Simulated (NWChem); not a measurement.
# Atomisation of acetylene (C$_{2}$H$_{2}$)

SMILES: C#C
```xyz
4

C      0.0000     0.0000    -0.6045
C      0.0000     0.0000     0.6045
H      0.0000     0.0000    -1.6789
H      0.0000     0.0000     1.6789
```
Charge 0, spin multiplicity 1.

The numbers come from NWChem runs, not from measurements. The geometry was optimised at B3LYP/def2-SVP, a minimum by its harmonic frequencies.

Basis set: def2-TZVP. The atomisation energy is electronic alone: no zero-point, thermal, spin-orbit or counterpoise terms. No value is extrapolated to the basis-set limit. Free atoms are single determinants with multiplicities C 3, H 2.

B3LYP has NWChem's definition, with VWN1-RPA local correlation. The stability of the SCF solutions was not checked. Open-shell Hartree-Fock references start from PBE0 orbitals.

**Question.** One of these methods gave an atomisation energy of 403.4 kcal/mol. Which?
A) LC-wPBE (omega 0.3 per bohr)
B) PBE0
C) HF
D) r2SCAN

**Answer.** B, PBE0. The others give 401.7 (r2SCAN), 406.6 (LC-wPBE (omega 0.3 per bohr)), 292.1 (HF).
